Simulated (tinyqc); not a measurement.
UKS/PBE0 in the sto-6g basis, for H2O+, spin multiplicity 2, step by step (part 2 of 3). Computed by tinyqc, a small Python program that keeps every step (integrals from PySCF). Command: `OMP_NUM_THREADS=1 python tinyqc.py 24070 24071 out.jsonl` (the two numbers bound the seeds that draw the settings). One thread of a shared host (Intel(R) Xeon(R) Processor @ 2.60GHz), about 4 s of CPU time with the checks.

Geometry (angstrom):

| atom | x | y | z |
|---|---|---|---|
| O | 0.000000 | 0.000000 | 0.000000 |
| H | 0.000000 | 0.694000 | 0.552000 |
| H | 0.000000 | -0.694000 | 0.552000 |

## Iteration 1: diagonalisation and new density

F(alpha) (hartree):
```
             1O 1s      1O 2s     1O 2px     1O 2py     1O 2pz      2H 1s      3H 1s
1O 1s   -18.928731  -4.653096   0.000000   0.000000  -0.020579  -1.312383  -1.312383
1O 2s    -4.653096  -2.235166   0.000000   0.000000  -0.263448  -1.078668  -1.078668
1O 2px    0.000000   0.000000  -0.448195   0.000000   0.000000   0.000000   0.000000
1O 2py    0.000000   0.000000   0.000000  -0.537853   0.000000  -0.378842   0.378842
1O 2pz   -0.020579  -0.263448   0.000000   0.000000  -0.471457  -0.398905  -0.398905
2H 1s    -1.312383  -1.078668   0.000000  -0.378842  -0.398905  -0.888193  -0.510775
3H 1s    -1.312383  -1.078668   0.000000   0.378842  -0.398905  -0.510775  -0.888193
```

F(beta) (hartree):
```
             1O 1s      1O 2s     1O 2px     1O 2py     1O 2pz      2H 1s      3H 1s
1O 1s   -18.908737  -4.635383   0.000000   0.000000  -0.020629  -1.307439  -1.307439
1O 2s    -4.635383  -2.145402   0.000000   0.000000  -0.263686  -1.047022  -1.047022
1O 2px    0.000000   0.000000  -0.132723   0.000000   0.000000   0.000000   0.000000
1O 2py    0.000000   0.000000   0.000000  -0.506755   0.000000  -0.372180   0.372180
1O 2pz   -0.020629  -0.263686   0.000000   0.000000  -0.440431  -0.393558  -0.393558
2H 1s    -1.307439  -1.047022   0.000000  -0.372180  -0.393558  -0.869363  -0.498836
3H 1s    -1.307439  -1.047022   0.000000   0.372180  -0.393558  -0.498836  -0.869363
```

X:
```
            1O 1s      1O 2s    1O 2px     1O 2py     1O 2pz      2H 1s      3H 1s
1O 1s    1.023068  -0.142215  0.000000   0.000000  -0.010936   0.021034   0.021034
1O 2s   -0.142215   1.312929  0.000000   0.000000   0.141869  -0.345217  -0.345217
1O 2px   0.000000   0.000000  1.000000   0.000000   0.000000   0.000000   0.000000
1O 2py   0.000000   0.000000  0.000000   1.137727   0.000000  -0.265072   0.265072
1O 2pz  -0.010936   0.141869  0.000000   0.000000   1.068915  -0.168169  -0.168169
2H 1s    0.021034  -0.345217  0.000000  -0.265072  -0.168169   1.270292  -0.112442
3H 1s    0.021034  -0.345217  0.000000   0.265072  -0.168169  -0.112442   1.270292
```

D(alpha) at the start:
```
            1O 1s      1O 2s    1O 2px     1O 2py     1O 2pz      2H 1s      3H 1s
1O 1s    1.065291  -0.311080  0.000000   0.000000  -0.034128   0.052096   0.052096
1O 2s   -0.311080   1.471309  0.000000   0.000000   0.227150  -0.241505  -0.241505
1O 2px   0.000000   0.000000  1.000000   0.000000   0.000000   0.000000   0.000000
1O 2py   0.000000   0.000000  0.000000   1.237267   0.000000  -0.226921   0.226921
1O 2pz  -0.034128   0.227150  0.000000   0.000000   1.121155  -0.149185  -0.149185
2H 1s    0.052096  -0.241505  0.000000  -0.226921  -0.149185   0.092795   0.009558
3H 1s    0.052096  -0.241505  0.000000   0.226921  -0.149185   0.009558   0.092795
```

D(beta) at the start:
```
            1O 1s      1O 2s    1O 2px     1O 2py     1O 2pz      2H 1s      3H 1s
1O 1s    1.065291  -0.311080  0.000000   0.000000  -0.034128   0.052096   0.052096
1O 2s   -0.311080   1.471309  0.000000   0.000000   0.227150  -0.241505  -0.241505
1O 2px   0.000000   0.000000  0.000000   0.000000   0.000000   0.000000   0.000000
1O 2py   0.000000   0.000000  0.000000   1.237267   0.000000  -0.226921   0.226921
1O 2pz  -0.034128   0.227150  0.000000   0.000000   1.121155  -0.149185  -0.149185
2H 1s    0.052096  -0.241505  0.000000  -0.226921  -0.149185   0.092795   0.009558
3H 1s    0.052096  -0.241505  0.000000   0.226921  -0.149185   0.009558   0.092795
```

overlap S:
```
           1O 1s     1O 2s    1O 2px     1O 2py    1O 2pz     2H 1s      3H 1s
1O 1s   1.000000  0.231145  0.000000   0.000000  0.000000  0.065114   0.065114
1O 2s   0.231145  1.000000  0.000000   0.000000  0.000000  0.523968   0.523968
1O 2px  0.000000  0.000000  1.000000   0.000000  0.000000  0.000000   0.000000
1O 2py  0.000000  0.000000  0.000000   1.000000  0.000000  0.325511  -0.325511
1O 2pz  0.000000  0.000000  0.000000   0.000000  1.000000  0.258908   0.258908
2H 1s   0.065114  0.523968  0.000000   0.325511  0.258908  1.000000   0.300870
3H 1s   0.065114  0.523968  0.000000  -0.325511  0.258908  0.300870   1.000000
```

Diagonalise F' = X^T F X, C = X C', fill 5 alpha and 4 beta electrons from the bottom; D(s) = C_occ C_occ^T; the new density keeps 0.5 of the old one (damping). Each column has its largest component positive (the first on a tie).

F' = X^T F X (alpha) (hartree):
```
            1          2          3          4          5          6          7
1  -18.604644  -2.381717   0.000000   0.000000  -0.017606  -0.253061  -0.253061
2   -2.381717  -1.162357   0.000000   0.000000  -0.068143  -0.419843  -0.419843
3    0.000000   0.000000  -0.448195   0.000000   0.000000   0.000000   0.000000
4    0.000000   0.000000   0.000000  -0.292242   0.000000  -0.348684   0.348684
5   -0.017606  -0.068143   0.000000   0.000000  -0.349926  -0.250274  -0.250274
6   -0.253061  -0.419843   0.000000  -0.348684  -0.250274  -0.355846  -0.114079
7   -0.253061  -0.419843   0.000000   0.348684  -0.250274  -0.114079  -0.355846
```

orbital energies (alpha) (hartree): MO1 -18.934274, MO2 -1.298713, MO3 -0.760764, MO4 -0.448195, MO5 -0.439603, MO6 0.085737, MO7 0.226754

coefficients C (alpha):
```
              MO1        MO2        MO3       MO4        MO5        MO6        MO7
1O 1s    0.995297  -0.208303   0.000000  0.000000  -0.138754  -0.120994   0.000000
1O 2s    0.023245   0.737475   0.000000  0.000000   0.732904   0.959648   0.000000
1O 2px   0.000000   0.000000   0.000000  1.000000   0.000000   0.000000   0.000000
1O 2py   0.000000   0.000000   0.566589  0.000000   0.000000   0.000000   1.055427
1O 2pz   0.004523   0.257861   0.000000  0.000000  -0.701911   0.812524   0.000000
2H 1s   -0.006318   0.186067   0.481302  0.000000  -0.294414  -0.834784  -0.891397
3H 1s   -0.006318   0.186067  -0.481302  0.000000  -0.294414  -0.834784   0.891397
```

F' = X^T F X (beta) (hartree):
```
            1          2          3          4          5          6          7
1  -18.586983  -2.376323   0.000000   0.000000  -0.017382  -0.253640  -0.253640
2   -2.376323  -1.063414   0.000000   0.000000  -0.065059  -0.415941  -0.415941
3    0.000000   0.000000  -0.132723   0.000000   0.000000   0.000000   0.000000
4    0.000000   0.000000   0.000000  -0.259056   0.000000  -0.349172   0.349172
5   -0.017382  -0.065059   0.000000   0.000000  -0.317881  -0.250336  -0.250336
6   -0.253640  -0.415941   0.000000  -0.349172  -0.250336  -0.347173  -0.113184
7   -0.253640  -0.415941   0.000000   0.349172  -0.250336  -0.113184  -0.347173
```

orbital energies (beta) (hartree): MO1 -18.913754, MO2 -1.234312, MO3 -0.740485, MO4 -0.394934, MO5 -0.132723, MO6 0.114366, MO7 0.247440

coefficients C (beta):
```
              MO1        MO2        MO3        MO4       MO5        MO6        MO7
1O 1s    0.995543  -0.200186   0.000000  -0.143689  0.000000  -0.126772   0.000000
1O 2s    0.022073   0.691573   0.000000   0.744974  0.000000   0.984244   0.000000
1O 2px   0.000000   0.000000   0.000000   0.000000  1.000000   0.000000   0.000000
1O 2py   0.000000   0.000000   0.552950   0.000000  0.000000   0.000000   1.062636
1O 2pz   0.004358   0.264325   0.000000  -0.703219  0.000000   0.809310   0.000000
2H 1s   -0.006013   0.213652   0.492742  -0.277166  0.000000  -0.834087  -0.885124
3H 1s   -0.006013   0.213652  -0.492742  -0.277166  0.000000  -0.834087   0.885124
```

D(alpha) after iteration 1:
```
            1O 1s      1O 2s    1O 2px     1O 2py     1O 2pz      2H 1s      3H 1s
1O 1s    1.059275  -0.271628  0.000000   0.000000   0.007027   0.023950   0.023950
1O 2s   -0.271628   1.276434  0.000000   0.000000  -0.048506  -0.160105  -0.160105
1O 2px   0.000000   0.000000  1.000000   0.000000   0.000000   0.000000   0.000000
1O 2py   0.000000   0.000000  0.000000   0.779145   0.000000   0.022890  -0.022890
1O 2pz   0.007027  -0.048506  0.000000   0.000000   0.840173   0.052709   0.052709
2H 1s    0.023950  -0.160105  0.000000   0.022890   0.052709   0.222893  -0.050376
3H 1s    0.023950  -0.160105  0.000000  -0.022890   0.052709  -0.050376   0.222893
```

D(beta) after iteration 1:
```
            1O 1s      1O 2s    1O 2px     1O 2py     1O 2pz      2H 1s      3H 1s
1O 1s    1.058559  -0.267296  0.000000   0.000000   0.009171   0.021582   0.021582
1O 2s   -0.267296   1.252528  0.000000   0.000000  -0.056917  -0.150181  -0.150181
1O 2px   0.000000   0.000000  0.000000   0.000000   0.000000   0.000000   0.000000
1O 2py   0.000000   0.000000  0.000000   0.771510   0.000000   0.022771  -0.022771
1O 2pz   0.009171  -0.056917  0.000000   0.000000   0.842780   0.051085   0.051085
2H 1s    0.021582  -0.150181  0.000000   0.022771   0.051085   0.229047  -0.055366
3H 1s    0.021582  -0.150181  0.000000  -0.022771   0.051085  -0.055366   0.229047
```

## Iteration 2: exchange-correlation on the grid

Becke grid with 10 radial and 86 angular points per atom, points of zero weight dropped. rho = sum D_ij phi_i phi_j; V_xc,ij = sum w v_xc phi_i phi_j plus the gradient terms; v_xc is d(rho eps)/d rho(s) for spin s at fixed gradient. Exact exchange is left to K.

The 12 grid points with the largest w rho, of 2574 (bohr, atomic units):

| x | y | z | w | rho(alpha) | rho(beta) | eps_xc | v_xc(alpha) |
|---|---|---|---|---|---|---|---|
| 0.000000 | 0.445609 | -1.104167 | 0.134745 | 0.154005 | 0.154629 | -0.440551 | -0.544524 |
| 0.000000 | -0.445609 | -1.104167 | 0.134745 | 0.154005 | 0.154629 | -0.440551 | -0.544524 |
| 0.000000 | 0.000000 | -1.190694 | 0.131695 | 0.155774 | 0.156631 | -0.442100 | -0.546708 |
| 0.445609 | 0.000000 | -1.104167 | 0.134755 | 0.157941 | 0.141525 | -0.437145 | -0.546716 |
| -0.445609 | 0.000000 | -1.104167 | 0.134755 | 0.157941 | 0.141525 | -0.437145 | -0.546716 |
| 0.225117 | -0.826763 | -0.826763 | 0.134817 | 0.150003 | 0.145638 | -0.435183 | -0.538843 |
| 0.225117 | 0.826763 | -0.826763 | 0.134817 | 0.150003 | 0.145638 | -0.435183 | -0.538843 |
| -0.225117 | 0.826763 | -0.826763 | 0.134817 | 0.150003 | 0.145638 | -0.435183 | -0.538843 |
| -0.225117 | -0.826763 | -0.826763 | 0.134817 | 0.150003 | 0.145638 | -0.435183 | -0.538843 |
| 0.440084 | -0.440084 | -1.015089 | 0.126734 | 0.156119 | 0.139898 | -0.435686 | -0.544524 |
| 0.440084 | 0.440084 | -1.015089 | 0.126734 | 0.156119 | 0.139898 | -0.435686 | -0.544524 |
| -0.440084 | 0.440084 | -1.015089 | 0.126734 | 0.156119 | 0.139898 | -0.435686 | -0.544524 |

electrons on the grid, sum of w rho = 8.986094

E_xc = sum of w rho eps_xc = -6.86447898 hartree

V_xc(alpha) (hartree):
```
            1O 1s      1O 2s     1O 2px     1O 2py     1O 2pz      2H 1s      3H 1s
1O 1s   -2.346536  -0.283265   0.000000   0.000000   0.000136  -0.089162  -0.089162
1O 2s   -0.283265  -0.622083   0.000000   0.000000   0.000333  -0.264732  -0.264732
1O 2px   0.000000   0.000000  -0.626442   0.000000   0.000000   0.000000   0.000000
1O 2py   0.000000   0.000000   0.000000  -0.617586   0.000000  -0.148431   0.148431
1O 2pz   0.000136   0.000333   0.000000   0.000000  -0.621262  -0.119356  -0.119356
2H 1s   -0.089162  -0.264732   0.000000  -0.148431  -0.119356  -0.353533  -0.116258
3H 1s   -0.089162  -0.264732   0.000000   0.148431  -0.119356  -0.116258  -0.353533
```

V_xc(beta) (hartree):
```
            1O 1s      1O 2s     1O 2px     1O 2py     1O 2pz      2H 1s      3H 1s
1O 1s   -2.332232  -0.275369   0.000000   0.000000   0.000231  -0.087177  -0.087177
1O 2s   -0.275369  -0.575574   0.000000   0.000000   0.001180  -0.249802  -0.249802
1O 2px   0.000000   0.000000  -0.526092   0.000000   0.000000   0.000000   0.000000
1O 2py   0.000000   0.000000   0.000000  -0.597675   0.000000  -0.145164   0.145164
1O 2pz   0.000231   0.001180   0.000000   0.000000  -0.602108  -0.116612  -0.116612
2H 1s   -0.087177  -0.249802   0.000000  -0.145164  -0.116612  -0.347737  -0.111247
3H 1s   -0.087177  -0.249802   0.000000   0.145164  -0.116612  -0.111247  -0.347737
```

## Iteration 2: building the Kohn-Sham matrix

core Hamiltonian H = T + V (hartree):
```
             1O 1s      1O 2s     1O 2px     1O 2py     1O 2pz      2H 1s      3H 1s
1O 1s   -33.124628  -7.323179   0.000000   0.000000  -0.023825  -2.077569  -2.077569
1O 2s    -7.323179  -9.326678   0.000000   0.000000  -0.256908  -4.209458  -4.209458
1O 2px    0.000000   0.000000  -7.539242   0.000000   0.000000   0.000000   0.000000
1O 2py    0.000000   0.000000   0.000000  -7.719966   0.000000  -2.173387   2.173387
1O 2pz   -0.023825  -0.256908   0.000000   0.000000  -7.653576  -1.821926  -1.821926
2H 1s    -2.077569  -4.209458   0.000000  -2.173387  -1.821926  -5.393621  -1.999838
3H 1s    -2.077569  -4.209458   0.000000   2.173387  -1.821926  -1.999838  -5.393621
```

nuclear repulsion = 9.92932901 hartree

Given earlier and not repeated: Two-electron integrals (ij|kl) in chemists' order.

J_ij = sum D_kl (ij|kl) with D = D(alpha) + D(beta), K_ij = sum D_kl (ik|jl) for each spin; F = H + J - 0.25 K(s) + V_xc; E = tr D H + tr D J / 2 - 0.125 sum_s tr D(s) K(s) + E_xc + E_nn.

Coulomb J (hartree):
```
            1O 1s     1O 2s    1O 2px     1O 2py    1O 2pz     2H 1s      3H 1s
1O 1s   17.033948  3.001330  0.000000   0.000000  0.000108  0.872856   0.872856
1O 2s    3.001330  7.731548  0.000000   0.000000  0.026643  3.421207   3.421207
1O 2px   0.000000  0.000000  7.676158   0.000000  0.000000  0.000000   0.000000
1O 2py   0.000000  0.000000  0.000000   7.756806  0.000000  1.947523  -1.947523
1O 2pz   0.000108  0.026643  0.000000   0.000000  7.761678  1.562762   1.562762
2H 1s    0.872856  3.421207  0.000000   1.947523  1.562762  4.867169   1.622240
3H 1s    0.872856  3.421207  0.000000  -1.947523  1.562762  1.622240   4.867169
```

exchange K(alpha) (hartree):
```
           1O 1s      1O 2s    1O 2px     1O 2py     1O 2pz     2H 1s      3H 1s
1O 1s   4.927637   0.779678  0.000000   0.000000   0.002197  0.240527   0.240527
1O 2s   0.779678   1.367682  0.000000   0.000000  -0.020468  0.589701   0.589701
1O 2px  0.000000   0.000000  1.166685   0.000000   0.000000  0.000000   0.000000
1O 2py  0.000000   0.000000  0.000000   1.034710   0.000000  0.293208  -0.293208
1O 2pz  0.002197  -0.020468  0.000000   0.000000   1.082421  0.241500   0.241500
2H 1s   0.240527   0.589701  0.000000   0.293208   0.241500  0.509903   0.238262
3H 1s   0.240527   0.589701  0.000000  -0.293208   0.241500  0.238262   0.509903
```

exchange K(beta) (hartree):
```
           1O 1s      1O 2s    1O 2px     1O 2py     1O 2pz     2H 1s      3H 1s
1O 1s   4.900750   0.740427  0.000000   0.000000   0.001984  0.228530   0.228530
1O 2s   0.740427   1.182798  0.000000   0.000000  -0.025427  0.524824   0.524824
1O 2px  0.000000   0.000000  0.284334   0.000000   0.000000  0.000000   0.000000
1O 2py  0.000000   0.000000  0.000000   0.981591   0.000000  0.283795  -0.283795
1O 2pz  0.001984  -0.025427  0.000000   0.000000   1.035212  0.232212   0.232212
2H 1s   0.228530   0.524824  0.000000   0.283795   0.232212  0.484347   0.215171
3H 1s   0.228530   0.524824  0.000000  -0.283795   0.232212  0.215171   0.484347
```

F(alpha) (hartree):
```
             1O 1s      1O 2s     1O 2px     1O 2py     1O 2pz      2H 1s      3H 1s
1O 1s   -19.669125  -4.800034   0.000000   0.000000  -0.024129  -1.354006  -1.354006
1O 2s    -4.800034  -2.559134   0.000000   0.000000  -0.224815  -1.200408  -1.200408
1O 2px    0.000000   0.000000  -0.781198   0.000000   0.000000   0.000000   0.000000
1O 2py    0.000000   0.000000   0.000000  -0.839423   0.000000  -0.447597   0.447597
1O 2pz   -0.024129  -0.224815   0.000000   0.000000  -0.783765  -0.438895  -0.438895
2H 1s    -1.354006  -1.200408   0.000000  -0.447597  -0.438895  -1.007461  -0.553422
3H 1s    -1.354006  -1.200408   0.000000   0.447597  -0.438895  -0.553422  -1.007461
```

F(beta) (hartree):
```
             1O 1s      1O 2s     1O 2px     1O 2py     1O 2pz      2H 1s      3H 1s
1O 1s   -19.648100  -4.782326   0.000000   0.000000  -0.023981  -1.349022  -1.349022
1O 2s    -4.782326  -2.466404   0.000000   0.000000  -0.222728  -1.169259  -1.169259
1O 2px    0.000000   0.000000  -0.460260   0.000000   0.000000   0.000000   0.000000
1O 2py    0.000000   0.000000   0.000000  -0.806232   0.000000  -0.441977   0.441977
1O 2pz   -0.023981  -0.222728   0.000000   0.000000  -0.752809  -0.433829  -0.433829
2H 1s    -1.349022  -1.169259   0.000000  -0.441977  -0.433829  -0.995276  -0.542638
3H 1s    -1.349022  -1.169259   0.000000   0.441977  -0.433829  -0.542638  -0.995276
```

total energy of this density = -74.96857145 hartree

This density is a damped mixture and is not idempotent.

## Iteration 2: DIIS over 2 matrices

error matrix X^T (FDS - SDF) X (alpha):
```
           1          2         3          4          5          6          7
1   0.000000   0.014031  0.000000   0.000000   0.001409  -0.055037  -0.055037
2  -0.014031   0.000000  0.000000   0.000000   0.013078   0.119066   0.119066
3   0.000000   0.000000  0.000000   0.000000   0.000000   0.000000   0.000000
4   0.000000   0.000000  0.000000   0.000000   0.000000   0.125618  -0.125618
5  -0.001409  -0.013078  0.000000   0.000000   0.000000   0.078409   0.078409
6   0.055037  -0.119066  0.000000  -0.125618  -0.078409   0.000000   0.000000
7   0.055037  -0.119066  0.000000   0.125618  -0.078409   0.000000   0.000000
```

B (overlaps of the stored error matrices):
```
               1              2
1  2.2006494e+00  8.4285947e-01
2  8.4285947e-01  3.2490309e-01
```

Minimise |sum c_i e_i|^2 with sum c_i = 1: solve [B -1; -1 0][c; lambda] = [0; -1] with B_ij = tr e_i^T e_j summed over both spins, and take F = sum c_i F_i.

DIIS coefficients: -0.616737  1.616737

extrapolated F(alpha) (hartree):
```
             1O 1s      1O 2s     1O 2px     1O 2py     1O 2pz      2H 1s      3H 1s
1O 1s   -20.125753  -4.890656   0.000000   0.000000  -0.026319  -1.379676  -1.379676
1O 2s    -4.890656  -2.758937   0.000000   0.000000  -0.200989  -1.275490  -1.275490
1O 2px    0.000000   0.000000  -0.986573   0.000000   0.000000   0.000000   0.000000
1O 2py    0.000000   0.000000   0.000000  -1.025412   0.000000  -0.490000   0.490000
1O 2pz   -0.026319  -0.200989   0.000000   0.000000  -0.976378  -0.463559  -0.463559
2H 1s    -1.379676  -1.275490   0.000000  -0.490000  -0.463559  -1.081018  -0.579723
3H 1s    -1.379676  -1.275490   0.000000   0.490000  -0.463559  -0.579723  -1.081018
```

extrapolated F(beta) (hartree):
```
             1O 1s      1O 2s     1O 2px     1O 2py     1O 2pz      2H 1s      3H 1s
1O 1s   -20.104092  -4.872951   0.000000   0.000000  -0.026049  -1.374667  -1.374667
1O 2s    -4.872951  -2.664378   0.000000   0.000000  -0.197468  -1.244647  -1.244647
1O 2px    0.000000   0.000000  -0.662264   0.000000   0.000000   0.000000   0.000000
1O 2py    0.000000   0.000000   0.000000  -0.990931   0.000000  -0.485023   0.485023
1O 2pz   -0.026049  -0.197468   0.000000   0.000000  -0.945465  -0.458665  -0.458665
2H 1s    -1.374667  -1.244647   0.000000  -0.485023  -0.458665  -1.072931  -0.569652
3H 1s    -1.374667  -1.244647   0.000000   0.485023  -0.458665  -0.569652  -1.072931
```
